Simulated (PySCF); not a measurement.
**SH: from constants to spectrum**

UHF-CCSD(T) constants of SH, ²Π (doublet), unpaired electrons π ↑ (PySCF, no relativity, basis sets H pcseg-1, S pcseg-1; masses 1.0078 and 31.9721 u):

```
ωe              : 2717.6 cm⁻¹
ωexe            : 52.8 cm⁻¹
Be              : 9.4331 cm⁻¹
αe              : 0.277 cm⁻¹
D (centrifugal) : 0.000455 cm⁻¹
De to H + S     : 3.39 eV
```

Question: Give the vibrational terms G(v) and spacings up to v = 6.

Answer: G(v) = ωe(v+½) − ωexe(v+½)².

| v | G(v) (cm⁻¹) | G(v) − G(v−1) | Bv (cm⁻¹) |
| --- | --- | --- | --- |
| 0 | 1346 |  | 9.295 |
| 1 | 3958 | 2612 | 9.018 |
| 2 | 6464 | 2506 | 8.741 |
| 3 | 8865 | 2401 | 8.464 |
| 4 | 11160 | 2295 | 8.187 |
| 5 | 13350 | 2190 | 7.910 |
| 6 | 15434 | 2084 | 7.633 |

Question: How well does the Morse estimate ωe²/(4ωexe) reproduce De, and what is D0?

Answer: It gives 4.34 eV, 128 % of the computed De. D0 = De − G(0) = 3.39 − 0.17 = 3.22 eV.

Correlated steps freeze 5 core orbitals. Correlated levels converge slowly with the basis: in double zeta they bind strong bonds too weakly, by up to about 1 eV, and carry superposition errors of some tenths. The state is the lowest determinant that a PBE0 search found; another state may lie lower at other levels.
